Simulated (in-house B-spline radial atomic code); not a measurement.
Functionals against successive ionisation energies: C to C³⁺

Ionisation energies as differences of self-consistent total energies from a B-spline radial code for spherical atoms: all electrons, radial basis limit, scalar-relativistic (one-electron X2C), spin-polarised at highest spin, spherical densities; exact exchange is averaged over the determinants of each configuration. No spin-orbit coupling, Breit or QED terms. NIST's values run from ground level to ground level, so in open shells the differences also hold multiplet and fine-structure energies that spherical high-spin averages miss. Columns give computed minus NIST, in eV; a star marks a semi-empirical value. Species are left out where the tabulated value is theory, is uncertain by more than 0.12 eV, or (13 ions, such as In⁴⁺, Te⁴⁺ and Bi⁴⁺) lies off its series for all methods alike, which flatters the means a little.

| species | shell | NIST (eV) | RPBE | TPSS | r2SCAN | PBE0 | LC-wPBE | B97-1 |
| --- | --- | --- | --- | --- | --- | --- | --- | --- |
| C | 2p | 11.26 | +0.37 | +0.45 | +0.60 | +0.35 | +0.53 | +0.22 |
| C⁺ | 2p | 24.38 | +0.13 | +0.06 | -0.06 | +0.25 | +0.43 | +0.15 |
| C²⁺ | 2s | 47.89 | -0.65 | -0.72 | -1.25 | -0.83 | -0.66 | -0.66 |
| C³⁺ | 2s | 64.49 | +0.56 | +0.32 | -0.10 | +0.38 | +0.56 | +0.21 |

Problem. How do the methods rank, and which species is hardest?

Solution. Mean absolute (signed) differences: B97-1 0.31 (-0.02) eV; TPSS 0.39 (+0.03) eV; RPBE 0.43 (+0.10) eV; PBE0 0.45 (+0.04) eV; r2SCAN 0.50 (-0.20) eV; LC-wPBE 0.54 (+0.21) eV. For C²⁺, which loses a 2s electron, the nearest method is off by -0.65 eV, the largest such miss.
